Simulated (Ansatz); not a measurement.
HfO₂ (P2₁/c, No. 14), treated with PBE (Ansatz, an electronic-structure program, PAW).

Numerical settings: plane-wave cutoff 520 eV, 8×8×8 k mesh, scalar-relativistic PAW data made under PBE.

Computed at the level's own relaxed cell.

Hill averages of the elastic tensor: K = 198.3 GPa, G = 95.1 GPa. Volume 11.827 Å³/atom, mean atomic mass 70.163 u.

Task: Work out the density, the sound velocities of a polycrystal and the elastic Debye temperature at this level.

Result: ρ = 1.66054 × 70.163/11.827 = 9.851 g/cm³. v_l = √[(K + 4G/3)/ρ] = 5.745 km/s and v_t = √(G/ρ) = 3.107 km/s. The mean follows from 3/v_m³ = 1/v_l³ + 2/v_t³: v_m = 3.468 km/s. Θ_D = (ħ/k_B) v_m (6π²/V)^(1/3) = 76.38 K Å s/km × 3.468 × 1.7108 Å⁻¹ = 453 K, counting all atoms of the cell.

Note: the relaxation could not lower the start's symmetry, so the cell can be a saddle point above a distorted one.
